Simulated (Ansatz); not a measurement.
I need the interaction energy of a dimer with the counterpoise correction of CF₂, SMILES F[C]F. Use Ansatz's Python interface. Use (for the species named): B3LYP, def2-SVPD basis, multiplicity 1.

```xyz
3

F     0.3969    1.0328    0.3328
C     0.3268   -0.2722    0.1497
F    -0.7238   -0.7606   -0.4825
```

`dimer_cf2.py`
```python
# -*- coding: utf-8 -*-
"""Interaction energy of two CF2 molecules, with the counterpoise correction."""

import ansatz as az
import numpy as np

FIRST = [
    ("F", (0.3969, 1.0328, 0.3328)),
    ("C", (0.3268, -0.2722, 0.1497)),
    ("F", (-0.7238, -0.7606, -0.4825)),
]
SECOND = [
    ("F", (-2.351, -1.6022, -2.4044)),
    ("C", (-3.1105, -0.5395, -2.5925)),
    ("F", (-3.5581, -0.2969, -3.8102)),
]

def energy(atoms, ghosts=()):
    molecule = az.Crystal.molecule()
    for symbol, xyz in atoms:
        molecule = molecule.atom(symbol, xyz)
    calc = (
        molecule.calculation()
        .basis(gaussian="def2-SVPD")
        .functional("b3lyp")
    )
    deck = calc.input()
    if ghosts:
        deck = deck.set(az.key.basis.gaussian.ghost_atoms, [{"symbol": s, "position_ang": list(xyz)} for s, xyz in ghosts])
    return az.Session.from_dict(deck).plan().execute().report["free_energy_ev"]

# ghost atoms carry the functions of the partner
direction = np.array([-0.7025, -0.1899, -0.6859])
print("shift (A)   counterpoise-corrected interaction (kcal/mol)")
for shift in (-0.3, 0.0, 0.4, 1.0, 2.0):
    moved = [(s, tuple(np.round(np.array(xyz) + shift * direction, 4))) for s, xyz in SECOND]
    gain = energy(FIRST + moved) - energy(FIRST, moved) - energy(moved, FIRST)
    print(f"{shift:8.2f} {23.060548 * gain:14.3f}")
```

Running `python dimer_cf2.py` prints:
```text
shift (A)   counterpoise-corrected interaction (kcal/mol)
   -0.30          3.142
    0.00          0.864
    0.40          0.154
    1.00          0.021
    2.00         -0.002
```

Caveats:
- These settings explore the input space; basis and method may be short of convergence.
- The dimer is a generated trial pose of unrelaxed monomers, not a minimum, so the figure is no binding energy, and the basis set is small.
- b3lyp holds the VWN-RPA fit, as in Gaussian; the form of ORCA and Turbomole is b3lyp5.
- This level lacks the dispersion part of the attraction (electrostatics and induction are there), which can decide the sign where the interaction is weak.
- Hardware and time: 41 s on 1 thread of Arm Neoverse V2, on a shared host, peak memory 0.32 GiB.

(A comment or docstring line of the script was reworded after the run, the code is as it ran; lines on the test bed's own set-up are left out of the output.)
